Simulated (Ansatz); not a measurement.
Cost and result for the atomization energy of `C=C=C(O)CO` (12 atoms, 11 bonds).

```xyz
12

C     2.113   -0.501   -0.984
C     1.051   -0.185   -0.301
C    -0.026    0.132    0.365
O    -0.113    0.178    1.733
C    -1.332    0.503   -0.264
O    -2.381   -0.337    0.154
H     2.824    0.252   -1.314
H     2.331   -1.531   -1.255
H     0.712   -0.137    2.113
H    -1.548    1.553   -0.017
H    -1.253    0.416   -1.347
H    -2.379   -0.343    1.116
```

The species carries charge 0 and has multiplicity 1. The geometry is a stationary point of PBE0-D4/def2-TZVP. It is one conformer, not always the lowest. Program: Ansatz. All runs use 4 threads of an Arm Neoverse V2 on a shared host. Times are those of one run each, without the atoms' runs, and a repeat can differ threefold. Electronic energies, without spin–orbit coupling; frozen cores. CCSD(T)/CBS adds CCSD(T) − MP2 in def2-TZVPP to the MP2 limit, and its time is that of the two runs behind it. T1 = 0.012. B3LYP takes the VWN-RPA correlation (the form of Gaussian; ORCA's B3LYP/G).

CCSD(T)/CBS is a level of theory with its own doubt, some kJ/mol a heavy atom from the limit and from the frozen cores, so smaller differences don't rank the functionals.

| level | functions | wall time | atomization (kcal/mol) | difference from CCSD(T)/CBS | per bond |
| --- | --- | --- | --- | --- | --- |
| PBE-D4/def2-TZVPP (with forces) | 270 | 2.4 s | 1243.1 | 45.8 | 4.2 |
| PBE0-D4/def2-TZVPP | 270 | 2.4 s | 1208.5 | 11.2 | 1.0 |
| B3LYP-D4/def2-TZVPP (with forces) | 270 | 3.9 s | 1199.2 | 1.9 | 0.2 |
| r2SCAN-D4/def2-TZVPP (with forces) | 270 | 4.1 s | 1204.6 | 7.3 | 0.7 |
| B2PLYP/def2-TZVPP | 270 | 5.5 s | 1187.4 | -9.9 | -0.9 |
| ωB97X-V/def2-TZVPP | 270 | 6.5 s | 1197.2 | -0.1 | 0.0 |
| ωB97M-V/def2-TZVPP (with forces) | 270 | 9.5 s | 1202.0 | 4.7 | 0.4 |
| MP2/def2-QZVPP | 522 | 27 s | 1214.2 | 16.9 | 1.5 |
| CCSD(T)/def2-TZVPP | 270 | 4.1 min | 1165.2 | -32.1 | -2.9 |
| CCSD(T)/CBS(def2) | – | 4.5 min | 1197.3 | 0.0 | 0.0 |

The D4 term adds +8.0 kcal/mol with B3LYP and +4.2 kcal/mol with PBE0; it sums over pairs of atoms, weighted by their polarisabilities, and B3LYP, whose exchange is more repulsive, gets the larger term. In def2-TZVPP, CCSD(T) changes the Hartree–Fock value by +325.9 kcal/mol (the triples alone add +22.7 kcal/mol) and MP2 by +356.1 kcal/mol; breaking electron pairs costs correlation energy, which Hartree–Fock lacks. From PBE to PBE0 (25 % exact exchange), in def2-TZVPP and without D4, the atomization energy moves by −33.7 kcal/mol: exact exchange takes away binding that semilocal exchange gives to molecules.
